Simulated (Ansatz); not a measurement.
Basis-set extrapolation for `CC(C)CCC(C)C` (PBE0-D4/def2-TZVP geometry, frozen core, the Gaussian-basis code of Ansatz). Multiplicity 1, RHF reference.

|  | def2-TZVPP | def2-QZVPP |
| --- | --- | --- |
| HF | -313.548612 | -313.563458 |
| MP2 correlation | -1.422984 | -1.509941 |
| CCSD(T) correlation | -1.572299 | not run |

Energies in hartree. Use E(X) = E(∞) + A·exp(−7.88·√X) for Hartree–Fock and E(X) = E(∞) + B·X^(−2.97) for correlation, with X = 3 and 4, and add CCSD(T) minus MP2 of the smaller set to the MP2 limit.

**Question.** What is the CCSD(T) energy at the basis-set limit?

**Answer.** HF limit: -313.563458 + (-0.014846) × 0.13774 = -313.56550. MP2 limit: -1.509941 + (-0.086957) × 0.74074 = -1.57435. Higher-order term: -1.572299 − (-1.422984) = -0.14931. Total: -315.28916 hartree, 441.7 kJ/mol below CCSD(T)/def2-TZVPP.
